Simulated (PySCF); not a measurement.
Species: C5H11P.
Cartesian coordinates in Å at the PBE0-D3(BJ)/def2-SVP level; atoms count from 1:
```
atom  x, y, z in Å
C1     2.802    0.511   -0.175
C2     1.496   -0.190    0.166
P3     0.099    1.011    0.450
C4    -1.337   -0.134    0.466
C5    -1.756   -0.953   -0.723
C6    -2.592    0.211   -0.287
H7     2.719    1.081   -1.115
H8     3.623   -0.213   -0.300
H9     3.098    1.221    0.614
H10    1.604   -0.761    1.104
H11    1.217   -0.917   -0.614
H12   -0.054    1.417   -0.916
H13   -1.493   -0.595    1.449
H14   -1.174   -0.851   -1.644
H15   -2.139   -1.962   -0.544
H16   -2.585    1.110   -0.911
H17   -3.553    0.014    0.196
```

All values: PBE0/pcSseg-1 and PBE0/def2-SVPD (PySCF, non-relativistic), on one gas-phase PBE0-D3(BJ)/def2-SVP geometry that isn't relaxed in the solvent. The solvent is an IEF-PCM continuum (cavity from Bondi-type radii × 1.2). Specific hydrogen bonds and non-electrostatic terms are outside this model.

Gas phase at PBE0/pcSseg-1: HOMO -6.59 eV, LUMO 0.89 eV, dipole 1.40 D.

Task: What does the continuum do to the energy, the frontier levels and the dipole at PBE0/pcSseg-1 in benzene and chloroform?

Result: 
```csv
solvent,ε,E(solvent) − E(gas) (kcal/mol),polarisation term (kcal/mol),distortion of the solute (kcal/mol),HOMO (eV),LUMO (eV),dipole (D)
benzene,2.271,-1.21,-1.28,0.07,-6.61,0.95,1.61
chloroform,4.711,-1.96,-2.16,0.20,-6.65,0.97,1.75
```

Polarisation term: ½ Σ q·V over the induced surface charges. Distortion: the rise of the solute's own energy as its density leaves the gas-phase optimum. From benzene to chloroform the lowering changes by a factor 1.63, Onsager's factor (ε − 1)/(2ε + 1) by 1.55 and ε itself by 2.1.

Task: Which radius a makes the point-dipole formula ΔE = −[(ε − 1)/(2ε + 1)]·μ²/a³ give the value in chloroform, with the gas-phase dipole?

Result: μ = 0.551 au and |ΔE| = 0.00313 Eh give a = 1.72 Å; the farthest nucleus lies 3.63 Å from the centroid of the nuclei, so such a sphere wouldn't even hold the nuclei. The formula assumes a rigid point dipole at the centre of a sphere.

Task: Give the dipole vector in the frame of the coordinates (D, pointing from negative to positive charge), gas and chloroform.

Result: Gas (-0.12, -1.25, -0.61), solvent (-0.14, -1.54, -0.82). Its length changes by +25 % and its direction by 2°.

Task: Which Hirshfeld charges (PBE0/pcSseg-1) respond most in benzene (means over atoms taken as equivalent)?

Result: 
```
   atoms                     environment  gas (e)  solvent (e)  change
      P3            phosphine phosphorus   +0.105       +0.093  -0.012
     H12                    P–H hydrogen   -0.020       -0.018  +0.002
     H13                methine hydrogen   +0.043       +0.045  +0.002
 H10/H11              methylene hydrogen   +0.035       +0.037  +0.002
 H15/H17              methylene hydrogen   +0.048       +0.049  +0.001
 H14/H16              methylene hydrogen   +0.044       +0.045  +0.001
      C2  sp3 carbon bound to phosphorus   -0.112       -0.111  +0.001
   C5/C6      three-membered-ring carbon   -0.089       -0.090  -0.001
      C1                   methyl carbon   -0.117       -0.118  -0.001
H7/H8/H9                 methyl hydrogen   +0.038       +0.039  +0.001
      C4  sp3 carbon bound to phosphorus   -0.091       -0.091   0.000
```

Gas phase at PBE0/def2-SVPD: HOMO -6.56 eV, LUMO 0.56 eV, dipole 1.42 D.

Task: What does the continuum do to the energy, the frontier levels and the dipole at PBE0/def2-SVPD in benzene?

Result: 
```json
{"solvent": "benzene", "ε": "2.271", "E(solvent) − E(gas) (kcal/mol)": "-1.19", "polarisation term (kcal/mol)": "-1.28", "distortion of the solute (kcal/mol)": "0.09", "HOMO (eV)": "-6.59", "LUMO (eV)": "0.63", "dipole (D)": "1.68"}
```

Task: How does the static polarisability (PBE0/def2-SVPD, frozen core, with the continuum's full static response) change?

Result: 
```csv
medium,isotropic (au),principal values (au),⟨r²⟩ of the electrons (bohr²)
gas,86.4,"73.5, 80.2, 105.6",971.2
benzene,99.8,"85.8, 94.1, 119.4",971.1
```

The isotropic value in benzene is 1.15 times the gas-phase one; no cavity-field correction is applied. ⟨r²⟩ is taken about the centre of nuclear charge.

The run took 17 s of wall time on one thread of an Intel Xeon Platinum 8488C (shared host), and the process peaked at 0.96 GiB of memory. This is the whole shielding run at PBE0/pcSseg-1 in chloroform, SCF included.
